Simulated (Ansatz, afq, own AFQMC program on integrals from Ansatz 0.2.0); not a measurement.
## Where AFQMC and coupled cluster stand for NH, triplet

```xyz
2

N     0.6071    0.6337   -0.2191
H     0.0800    1.5339   -0.1323
```

Basis def2-TZVP. Only valence electrons are correlated. AFQMC by an in-house program on the Cholesky factors that Ansatz 0.2.0 writes for its CCSD(T) run. ph-AFQMC/CISD is guided by a CISD state made of CCSD amplitudes; releasing the constraint for a short imaginary time cuts its bias at the price of noise, slowly where states lie close. Free projection: walkers drawn from exp(T), propagated without any constraint. Its projection time is finite, and what remains of the start isn't in its error. ± is one standard error of the sampling.

Determinant: UHF, the one that the program's search chose, which needn't be the lowest solution. The geometry is a PBE0/def2-SVP stationary point of this or a neighbouring charge and spin state.

Full CI is exact in this basis; its frozen core comes from its own orbitals, which moves totals by up to a few meV.

Cautions: full CI with its own frozen core.

```
T1 diagnostic                               : 0.0103
weight of the determinant in the CISD state : 0.950
⟨S²⟩ of the determinant                     : 2.017
size of the correlated space                : 6 electrons in 36 orbitals
```

Reference: full CI, correlation energy -4.268 eV. The released energy is read at 1.50 1/Eh (meV from the phaseless value at times in 1/Eh: -2.2 ± 0.6 at 0.24, -1.8 ± 1.0 at 0.50, -3.7 ± 1.1 at 1.00, -6.0 ± 1.3 at 1.50). CCSDTQ lies 2.7 meV below full CI, in part by the other frozen core, which shifts every row alike, so rows that close can't be ranked against it.

| level | E − E(reference) (kJ/mol) | share of correlation (%) |
| --- | --- | --- |
| HF | 411.8 | 0.00 |
| MP2 | 62.1 | 84.92 |
| CCSD | 10.7 | 97.39 |
| CCSD(T) | 1.2 | 99.70 |
| CCSDT | 0.0 | 100.00 |
| CCSDT(Q) | -0.3 | 100.06 |
| CCSDTQ | -0.3 | 100.06 |
| ph-AFQMC/HF | 3.5 ± 1.1 | 99.15 |
| ph-AFQMC/CISD | 0.2 ± 0.1 | 99.96 |
| released AFQMC | -0.4 ± 0.1 | 100.10 |
| free AFQMC | -0.4 ± 0.2 | 100.10 |

CCSDT and higher add their correlation energy to the determinant of the CCSD(T) run, since their own runs factorise the integrals more tightly (a shift of under 2 meV). Free projections are given only where their last times agree within the noise and don't stop above the reference; a slow remainder of the start can still hide under it. A walk keeps the symmetry of its determinant, which the program's search chose and which needn't be the lowest solution, so a lower state of the same spin and another symmetry isn't excluded. Released energies are given only where the last usable release times agree within the noise; a slower fall can still hide under it.
